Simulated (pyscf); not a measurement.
## Hydrogen abstraction: `[F][Si]([F])[O][SiH3]` [doublet] + `[H][H]` -> `[F][SiH]([F])[O][SiH3]` + `[H]` [doublet]

Gas phase, doublet surface, charge 0. Bonds broken: H5–H6. Bonds formed: Si2–H5. Structures and frequencies: ωB97X-D3(BJ)/def2-SVP in PySCF.

Transition state (Å):

```xyz
10

F      0.8579     0.2232    -1.3798
Si     0.4230    -0.5906    -0.0543
O     -1.0336    -0.0826     0.4591
Si    -1.7965     1.1107     1.3554
H      0.4089    -2.2121    -0.3679
H      0.3852    -3.2277    -0.5539
H     -3.2423     1.0715     1.0196
H     -1.5978     0.8391     2.8042
H     -1.2209     2.4384     1.0072
F      1.5329    -0.2460     1.0701
```

One imaginary mode, 1257i cm⁻¹; descent along it reached the two sides named.

```json
[
 {"bond": "H5–H6", "change": "breaks", "reactant side (Å)": "0.761", "saddle": "1.033", "product side": "3.5"},
 {"bond": "Si2–H5", "change": "forms", "reactant side (Å)": "3.1", "saddle": "1.652", "product side": "1.467"}
]
```

Electronic energies relative to the separated reactants (kcal/mol):

```tsv
level	barrier	reaction energy	reverse barrier
ωB97X-D3(BJ)/def2-TZVP	11.4	+3.2	8.2
PBE/def2-TZVP	9.4	+7.6	1.8
r²SCAN/def2-TZVP	10.0	+7.9	2.1
B3LYP-D3(BJ)/def2-TZVP	10.5	+7.4	3.1
PBE0-D3(BJ)/def2-TZVP	9.5	+4.7	4.8
M06-2X/def2-TZVP	15.6	+6.1	9.6
ωB97M-D3(BJ)/def2-TZVP	11.1	+2.9	8.3
HF/def2-TZVP	18.1	-2.2	20.3
```

With ωB97M-D3(BJ)/def2-TZVP energies and thermal terms (ideal gas, 1 atm, RRHO with modes under 100 cm⁻¹ raised to 100, one conformer, R ln 2 for chiral ones without a mode under 150 cm⁻¹), in kcal/mol:

```json
[
 {"T (K)": "298", "ΔH‡": "8.7", "ΔG‡": "16.6", "ΔH": "+2.1", "ΔG": "+3.7"},
 {"T (K)": "600", "ΔH‡": "8.5", "ΔG‡": "24.6", "ΔH": "+2.1", "ΔG": "+5.3"},
 {"T (K)": "900", "ΔH‡": "8.8", "ΔG‡": "32.7", "ΔH": "+2.6", "ΔG": "+6.8"},
 {"T (K)": "1200", "ΔH‡": "9.4", "ΔG‡": "40.5", "ΔH": "+3.2", "ΔG": "+8.1"}
]
```

This is the saddle that the search found; another between the same sides may lie lower. The angle at the transferred H is 179°.
